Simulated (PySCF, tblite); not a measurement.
trans-2-butene, C4H8.
InChI=1S/C4H8/c1-3-4-2/h3-4H,1-2H3/b4-3+

Level of theory: PBE0/pcSseg-1 in PySCF (dipole) on a GFN2-xTB geometry, gas phase.

Masses are those of the commonest isotopes; rigid-rotor values at the optimised geometry. 

Task: What are A, B and C (MHz)?

Result: Ia = 14.45, Ib = 133.62, Ic = 141.84 u·Å²; 505379 MHz·u·Å²/I gives A = 34969, B = 3782, C = 3563 MHz.

Task: Classify the top.

Result: A near-prolate asymmetric top. Ray's parameter κ = (2B − A − C)/(A − C) = -0.986; −1 is the prolate and +1 the oblate limit.

Task: Is it planar, by Δ = Ic − Ia − Ib?

Result: Not planar: Δ = Ic − Ia − Ib = -6.24 u·Å². For a rigid frame Δ = −2 Σ m c², so Σ m c² = 3.12 u·Å² lies off the ab plane, practically all of it from hydrogen. The atom farthest from that plane is 0.88 Å away.

Task: Give the other two planar moments, Paa and Pbb, and the rms extents of the mass along the axes.

Result: Paa = Σ m a² = (Ib + Ic − Ia)/2 = 130.50 and Pbb = Σ m b² = (Ia + Ic − Ib)/2 = 11.33 u·Å². With the mass M = 56.06 u, the rms extents √(P/M) along a, b and c are 1.53, 0.45, 0.24 Å.

Task: Where do the levels up to J = 3 lie, in cm⁻¹?

Result: Above 0(0,0):
J = 1: 1(0,1) 0.2450, 1(1,1) 1.2853, 1(1,0) 1.2926
J = 2: 2(0,2) 0.7350, 2(1,2) 1.7680, 2(1,1) 1.7899, 2(2,1) 4.9107, 2(2,0) 4.9108
J = 3: 3(0,3) 1.4699, 3(1,3) 2.4920, 3(1,2) 2.5359, 3(2,2) 5.6458, 3(2,1) 5.6460, 3(3,1) 10.8654, 3(3,0) 10.8654
The levels of one J sum to (2J + 1)J(J + 1)(A + B + C)/3.

The point group C2h allows no dipole (computed: 0.00 D), so a rigid rotor has no electric-dipole lines.

Task: Estimate the classical rotational partition function at 10 K, 25 K and 100 K.

Result: Point group C2h, symmetry number σ = 2; q = (√π/σ)·√((kT/h)³/(ABC)), k/h = 20836.6 MHz/K: 123 at 10 K, 485 at 25 K, 3880 at 100 K.

Its GFN2-xTB frequencies are all real (lowest 144 cm⁻¹). Zero-point vibration and centrifugal distortion are left out. A rigid rotor knows nothing of internal rotation, which can split or shift real lines.
